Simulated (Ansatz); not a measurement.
**A relaxation, step by step**

CH₇FSi (SMILES [SiH4].CF), singlet, PBE0-D4/def2-TZVP (Ansatz 0.2.0). Settings:

```yaml
hamiltonian: {xc: pbe0, dispersion: d4}
relax: {f_tol: 0.005, max_steps: 200}
```

Start (the SMILES describes the start alone):

```json
{"atom": "Si1", "x (Å)": "-0.1846", "y (Å)": "0.0770", "z (Å)": "-1.8930"}
{"atom": "H2", "x (Å)": "1.0219", "y (Å)": "-0.7595", "z (Å)": "-1.5831"}
{"atom": "H3", "x (Å)": "-0.6433", "y (Å)": "-0.2324", "z (Å)": "-3.2929"}
{"atom": "H4", "x (Å)": "0.1400", "y (Å)": "1.5382", "z (Å)": "-1.7947"}
{"atom": "H5", "x (Å)": "-1.3012", "y (Å)": "-0.2707", "z (Å)": "-0.9485"}
{"atom": "C6", "x (Å)": "0.1725", "y (Å)": "-0.0986", "z (Å)": "1.9393"}
{"atom": "F7", "x (Å)": "0.7469", "y (Å)": "0.6649", "z (Å)": "0.9392"}
{"atom": "H8", "x (Å)": "0.9630", "y (Å)": "-0.6488", "z (Å)": "2.4933"}
{"atom": "H9", "x (Å)": "-0.5379", "y (Å)": "-0.8302", "z (Å)": "1.4950"}
{"atom": "H10", "x (Å)": "-0.3774", "y (Å)": "0.5601", "z (Å)": "2.6455"}
```

| step | energy less the last (meV) | largest force component (eV/Å) |
| --- | --- | --- |
| 1 | 39.3 | 0.471 |
| 4 | 2.2 | 0.015 |
| 7 | 2.1 | 0.013 |
| 10 | 1.8 | 0.007 |
| 13 | 1.4 | 0.006 |
| 16 (rejected trial) | 2.0 | 0.129 |
| 19 | 1.1 | 0.010 |
| 22 | 0.8 | 0.029 |
| 25 | 0.6 | 0.036 |
| 28 | 0.4 | 0.028 |
| 31 | 0.2 | 0.036 |
| 34 (rejected trial) | 0.2 | 0.047 |
| 37 | 0.1 | 0.008 |
| 40 | 0.0 | 0.002 |
| 43 | 0.0 | 0.005 |
| 46 (rejected trial) | 0.0 | 0.027 |
| 49 | 0.0 | 0.004 |

Step 13, positions (Å) and forces (eV/Å):

| atom | x | y | z | Fx | Fy | Fz |
| --- | --- | --- | --- | --- | --- | --- |
| Si1 | -0.183 | 0.066 | -1.934 | -0.003 | -0.003 | 0.002 |
| H2 | 0.973 | -0.774 | -1.530 | 0.000 | 0.002 | 0.000 |
| H3 | -0.583 | -0.301 | -3.319 | 0.000 | 0.000 | 0.003 |
| H4 | 0.182 | 1.502 | -1.895 | 0.001 | 0.000 | -0.001 |
| H5 | -1.330 | -0.195 | -1.026 | 0.002 | 0.002 | -0.003 |
| C6 | 0.168 | -0.102 | 1.984 | 0.004 | 0.004 | 0.001 |
| F7 | 0.601 | 0.817 | 1.051 | -0.001 | 0.001 | 0.003 |
| H8 | 1.025 | -0.683 | 2.332 | -0.006 | 0.000 | -0.003 |
| H9 | -0.566 | -0.761 | 1.517 | 0.001 | -0.003 | 0.002 |
| H10 | -0.287 | 0.432 | 2.821 | 0.002 | -0.002 | -0.004 |

Step 22, positions (Å) and forces (eV/Å):

```
atom       x       y       z      Fx      Fy      Fz
 Si1  -0.180   0.065  -1.912   0.001  -0.002  -0.001
  H2   0.933  -0.780  -1.411  -0.003   0.002   0.001
  H3  -0.523  -0.365  -3.294  -0.001   0.001   0.002
  H4   0.225   1.491  -1.931  -0.001  -0.003   0.002
  H5  -1.375  -0.119  -1.049   0.004   0.002  -0.004
  C6   0.170  -0.105   1.960   0.014   0.009   0.014
  F7   0.485   0.907   1.076  -0.007  -0.025   0.024
  H8   1.073  -0.680   2.178  -0.024   0.022  -0.009
  H9  -0.583  -0.751   1.504   0.003   0.004  -0.001
 H10  -0.225   0.338   2.878   0.015  -0.009  -0.029
```

Step 40, positions (Å) and forces (eV/Å):

```csv
atom,x,y,z,Fx,Fy,Fz
Si1,-0.157,0.057,-1.890,0.002,-0.001,-0.001
H2,0.913,-0.760,-1.263,-0.001,0.001,0.000
H3,-0.374,-0.429,-3.279,-0.001,0.000,0.000
H4,0.243,1.483,-1.928,-0.001,0.000,0.000
H5,-1.420,-0.104,-1.126,0.000,0.000,0.000
C6,0.154,-0.100,1.935,0.000,0.001,-0.001
F7,0.272,0.998,1.109,0.000,-0.002,0.001
H8,1.050,-0.716,1.837,0.000,0.000,-0.001
H9,-0.727,-0.673,1.639,0.000,0.000,0.000
H10,0.046,0.244,2.966,0.000,0.000,0.000
```

Last step (49):

```csv
atom,x (Å),y (Å),z (Å)
Si1,-0.1473,0.0550,-1.8907
H2,0.9504,-0.7343,-1.2769
H3,-0.3637,-0.4299,-3.2797
H4,0.2114,1.4928,-1.9250
H5,-1.3983,-0.1450,-1.1165
C6,0.1432,-0.0980,1.9358
F7,0.2822,0.9955,1.1073
H8,1.0030,-0.7575,1.8003
H9,-0.7764,-0.6263,1.6749
H10,0.0954,0.2477,2.9705
```

The run took about 65 s on 4 CPU threads of an Arm Neoverse V1 (shared host).
